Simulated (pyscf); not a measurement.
`[CH3][CH]([F])[F]` + `[H]` [doublet] → `[CH3][CH][F]` [doublet] + `[FH]`, a concerted two-bond exchange (doublet surface; C–F, C–H broken, C–H, F–H formed). Optimised with ωB97X-D3(BJ)/def2-SVP in PySCF. Energies in kcal/mol from the separated reactants.

Small-basis levels: PySCF, no dispersion term, spherical d functions. Open shells are spin-unrestricted. 

Question: Quick B3LYP/6-31G* single points give ΔE‡ = 44.6 kcal/mol and ΔE = -5.0 kcal/mol. What does ωB97M-D3(BJ)/def2-TZVP give, and how far is the quick result from it?

Answer: ωB97M-D3(BJ)/def2-TZVP gives ΔE‡ = 44.7 kcal/mol and ΔE = -14.0 kcal/mol. B3LYP/6-31G* lies 0.1 kcal/mol under it in the barrier and 9.0 kcal/mol over it in the reaction energy, so on this step it does not hold to within 3.0 kcal/mol. ωB97M-D3(BJ)/def2-TZVP has limits of its own. On the product side the descent ends in a complex, 4.5 kcal/mol under the separated species and 63.6 kcal/mol under the saddle at ωB97X-D3(BJ)/def2-TZVP. From the product side, H₂C=CH–F + H• + HF lies, by one bond made or cut, 17.4 kcal/mol under this saddle at ωB97M-D3(BJ). Another saddle between the same species, by other bonds, lies lower (34.3 kcal/mol against 44.7 kcal/mol at ωB97M-D3(BJ)).
